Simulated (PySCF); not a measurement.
Cl: ionisation energy

Cl [Ne] 3s2 3p5 (2P) → Cl⁺ [Ne] 3s2 3p4 (3P), as a difference of total energies. Calculation: PySCF 2.14, in cc-pVTZ-DK; the spin-free X2C one-electron Hamiltonian (Gaussian nucleus). Correlated levels: valence: [Ne] frozen. The calculations carry no spin-orbit coupling.

```
           method  ionisation energy (eV)
              UHF                  11.756
             BP86                  13.088
             PBE0                  12.938
    MP2 (valence)                  12.694
SCS-MP2 (valence)                  12.692
   CCSD (valence)                  12.658
CCSD(T) (valence)                  12.694
```

Task: How much does correlation contribute at CCSD(T) (valence)?

Result: 12.694 − (11.756) = 0.938 eV, measured against UHF.

Errors of the correlated levels include the incompleteness of this basis and the frozen core.

For comparison: 12.974 eV (measured; NIST levels, between the centres of gravity of the two terms).
